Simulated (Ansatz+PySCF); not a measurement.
A calculation with PySCF 2.14.0.

```python
from pyscf import gto, scf, cc

mol = gto.M(atom="""
C 0.000000 0.000000 0.000000
C 0.794790 0.000000 1.200800
C -0.794790 0.000000 1.200800
""", basis='sto-3g', charge=1, spin=1)
mf = scf.UHF(mol)
mf.kernel()
mycc = cc.CCSD(mf, frozen=3).run()
et = mycc.ccsd_t()
print(mf.e_tot, mycc.e_corr, et, mycc.e_tot + et)
```

The script is written out from the run's settings.

Output:

- Converged: yes
- Reference energy: -111.49009 hartree
- CCSD correlation energy: -0.27663 hartree
- Triples correction: -0.02261 hartree
- Total energy: -111.78933 hartree
- Spin squared of the determinant: 0.770

The reference isn't the lowest determinant (another lies 2.44 eV lower), but the same method gives a higher total on the lower determinant. Caution: large share of triples, a single reference is doubtful.
